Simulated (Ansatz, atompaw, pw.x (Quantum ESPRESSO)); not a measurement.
## platinum: does the PAW (atompaw) potential hold in the solid?

Pt (Z = 78), PAW, made with atompaw 4.2.0.5 (LDA (PW92), scalar-relativistic). Core [Kr] 4d10 4f14, reference 5s2 5p6 5d9 6s1 6p0. Waves: 5s (bound): rc 1.80 bohr; 6s (bound): rc 1.45 bohr; 5p (bound): rc 1.40 bohr; 6p (bound, empty): rc 2.05 bohr; 5d (bound): rc 2.25 bohr; 5d channel at 3.35 Ry: rc 2.25 bohr. Local part: bessel scheme, radius 2.05 bohr. Core correction: smooth core density matched at 1.75 bohr. Augmentation charge: gaussian compensation charge, radius 1.70 bohr; PAW radius 2.25 bohr; waves and projectors: custom rrkj vanderbiltortho.

Crystal test: fcc Pt in pw.x 7.5, no spin, 14³ k-points, Fermi–Dirac smearing 0.01 Ry, cutoffs 100/900 Ry. The lattice is a test structure that the element need not adopt, and mesh and smearing are coarse.

pw.x input:

```
&control
  calculation='scf', prefix='x', pseudo_dir='./', outdir='./tmp', tstress=.true., disk_io='none'
/
&system
  ibrav=0, nat=1, ntyp=1, ecutwfc=100, ecutrho=900, nbnd=17,
  occupations='smearing', smearing='fd', degauss=0.01
/
&electrons
  conv_thr=1e-09, mixing_beta=0.4, electron_maxstep=70
/
ATOMIC_SPECIES
Pt 1.0 Pt.UPF
CELL_PARAMETERS angstrom
  0.00000000 1.94706989 1.94706989
  1.94706989 0.00000000 1.94706989
  1.94706989 1.94706989 0.00000000
ATOMIC_POSITIONS crystal
Pt 0.0000 0.0000 0.0000
K_POINTS automatic
14 14 14 0 0 0
```

```bash
pw.x < Pt.scf.in > Pt.scf.out
```

Question: How does the run end?

Answer: It converges; the pressure is 3.75 GPa against 0.47 GPa from all-electron LAPW.  The log shows:

```
     Exchange-correlation= SLA PW NOGX NOGC
     number of k points=   104  Fermi-Dirac smearing, width (Ry)=  0.0100
     iteration #  1     ecut=   100.00 Ry     beta= 0.40
     total energy              =    -896.35536352 Ry
     estimated scf accuracy    <       0.28236836 Ry
     iteration #  2     ecut=   100.00 Ry     beta= 0.40
     total energy              =    -896.37339367 Ry
     estimated scf accuracy    <       0.03317037 Ry
     iteration #  3     ecut=   100.00 Ry     beta= 0.40
     total energy              =    -896.37480722 Ry
     estimated scf accuracy    <       0.00935581 Ry
     iteration #  4     ecut=   100.00 Ry     beta= 0.40
     total energy              =    -896.37532118 Ry
     estimated scf accuracy    <       0.00005756 Ry
     [... 4 iterations left out ...]
     iteration #  9     ecut=   100.00 Ry     beta= 0.40
     total energy              =    -896.37544538 Ry
     estimated scf accuracy    <       0.00000001 Ry
     iteration # 10     ecut=   100.00 Ry     beta= 0.40
     total energy              =    -896.37544539 Ry
     estimated scf accuracy    <          6.0E-09 Ry
     iteration # 11     ecut=   100.00 Ry     beta= 0.40
     total energy              =    -896.37544539 Ry
     estimated scf accuracy    <       0.00000002 Ry
     iteration # 12     ecut=   100.00 Ry     beta= 0.40
     the Fermi energy is    23.1203 ev
!    total energy              =    -896.37544539 Ry
     estimated scf accuracy    <          2.8E-10 Ry
     smearing contrib. (-TS)   =      -0.00635478 Ry
     The total energy is F=E-TS. E is the sum of the following terms:
     one-electron contribution =     -42.95275959 Ry
     hartree contribution      =      44.07914693 Ry
     xc contribution           =     -24.30917861 Ry
     ewald contribution        =    -201.86493306 Ry
     one-center paw contrib.   =    -671.32136627 Ry
     convergence has been achieved in  12 iterations
          total   stress  (Ry/bohr**3)                   (kbar)     P=       37.50
     Message from routine punch:
     Nothing written, as per user request (disk_io='none')
```
